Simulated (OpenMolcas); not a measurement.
Which level was it?

AlBNH5 has 8 atoms, charge 0, and is taken as a singlet. SMILES: `B[NH][AlH2]`. Geometry: a GFN2-xTB relaxation, a rough one for these elements and not checked as a minimum.

```xyz
8

B    -0.8188    1.0466   -0.7029
N    -0.3337    0.1874    0.3055
Al    0.9790   -1.0523    0.4202
H    -1.7273    1.7580   -0.4846
H    -0.2948    1.0285   -1.7522
H    -0.8574    0.2639    1.1790
H     2.2410   -1.0888   -0.4636
H     0.8119   -2.1432    1.4986
```

Orbital energies and the dipole are those of the mean-field step.

A calculation with OpenMolcas 26.06 gave:

```yaml
total_energy: -324.0136 Eh
dipole_moment: 1.21 D
HOMO_energy: -11.53 eV
LUMO_energy: 1.48 eV
HOMO–LUMO_gap: 13.01 eV
```

**Question.** Which of these levels gave the numbers?
A. HF/3-21G
B. SOS-MP2/Ahlrichs_VDZ (RICD fitting)
C. B3LYP/6-31G* (Cartesian functions)
D. CCSD(T)/6-31G* (spherical functions)

**Answer.** B. The others give -322.2270 Eh (HF/3-21G), -324.3181 Eh (CCSD(T)/6-31G* (spherical functions)), -325.0867 Eh (B3LYP/6-31G* (Cartesian functions)).
